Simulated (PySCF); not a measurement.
Reaction (SMILES): C (CH4) → [CH3-] + H+
B3LYP-D3(BJ)/def2-TZVP geometries, fixed; electronic energies without zero-point terms.

Effect of the auxiliary basis of density fitting at PBE/def2-SVP with PySCF, against the last row, where the deprotonation energy is 444.01 kcal/mol.

| setting | fitting functions, largest species | largest shift of a total energy (mEh) | shift of the deprotonation energy (kcal/mol) |
|---|---|---|---|
| density fitting: autoaux | 191 | -0.008 | -0.001 |
| density fitting: def2-universal-jkfit | 147 | -0.047 | -0.007 |
| density fitting: cc-pvtz-jkfit | 199 | -0.054 | -0.015 |
| density fitting: cc-pvqz-jkfit | 310 | -0.029 | -0.011 |
| density fitting: weigend | 93 | -0.097 | 0.012 |
| density fitting: none | - | 0.000 | 0.000 |

Within 0.02 kcal/mol in the deprotonation energy: density fitting: autoaux; density fitting: def2-universal-jkfit; density fitting: cc-pvtz-jkfit; density fitting: cc-pvqz-jkfit; density fitting: weigend. The largest shift is 0.097 mEh in a total energy and 0.015 kcal/mol in the difference.
